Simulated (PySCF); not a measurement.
`CS(=O)(=O)[O-]` (charge -1). Computed geometry: GFN2-xTB, gas phase.

```
atom  x, y, z in Å
C1    -0.9249   -0.1376    0.0172
S2     0.8983    0.1348   -0.0231
O3     1.3622   -0.6503   -1.1673
O4     1.0474    1.5800   -0.1946
O5     1.3736   -0.3612    1.2687
H6    -1.0979   -1.1979    0.1396
H7    -1.3189    0.4219    0.8544
H8    -1.3306    0.2197   -0.9194
```

Q: Which two atoms are farthest apart?

A: O5···H8, O4···H6 and O3···H7, 3.527 Å down to 3.525 Å.

Q: Work out the bond lengths C1–S2, C1–H6, C1–H7, C1–H8, S2=O3, S2=O4, S2–O5 in pm.

A: For C1–S2 the difference vector is (1.8232, 0.2724, -0.0403) Å, of length 1.8439 Å. C1–S2 184.4; C1–H6 108.1; C1–H7 108.1; C1–H8 108.1; S2=O3 146.3; S2=O4 146.3; S2–O5 146.3 pm.

Q: What is the repulsion energy of the bare nuclei, Σ ZA·ZB/RAB?

A: 269.70 Eh over 28 pairs, with full nuclear charges and distances in bohr; the largest single term is 46.30 Eh (S2 with O4, or a pair equal to it).

Q: Give the dihedral angles H7–C1–S2–O3, H6–C1–S2–O4, H8–C1–S2–O5, H6–C1–S2–O5.

A: H7–C1–S2–O3 180° (antiperiplanar); H6–C1–S2–O4 180° (antiperiplanar); H8–C1–S2–O5 180° (antiperiplanar); H6–C1–S2–O5 -60° (synclinal). Dihedral signs follow IUPAC: positive where, seen along the central bond, the front bond turns clockwise onto the rear one.

Q: What are the angles S2–C1–H8, H6–C1–H8, O3–S2–O5, O4–S2–O5, C1–S2–O4, O3–S2–O4?

A: From the scalar product of the two bond vectors; for S2–C1–H8 it is -0.6046 Å² over 1.8439 × 1.0814 Å², cos θ = -0.3032. S2–C1–H8 107.7°; H6–C1–H8 111.2°; O3–S2–O5 113.9°; O4–S2–O5 113.9°; C1–S2–O4 104.4°; O3–S2–O4 114.0°.

Q: Where is the centre of mass (commonest isotopes), and what is the radius of gyration?

A: Mass 94.980 u; centre at (0.783, 0.118, -0.021) Å; Rg = √(Σ m r²/M) = 1.297 Å. As Ia + Ib + Ic = 2 Σ m r², the three principal moments sum to 319.4 u·Å².

Q: Write the matrix of distances between heavy atoms (Å, lower triangle).

A: 
```
C1    0.000
S2    1.844  0.000
O3    2.626  1.463  0.000
O4    2.624  1.463  2.453  0.000
O5    2.627  1.463  2.453  2.453  0.000
```

The point group is C3v within 0.08 Å; differences among equivalent distances and angles are scatter left by the optimiser. No frequency check.
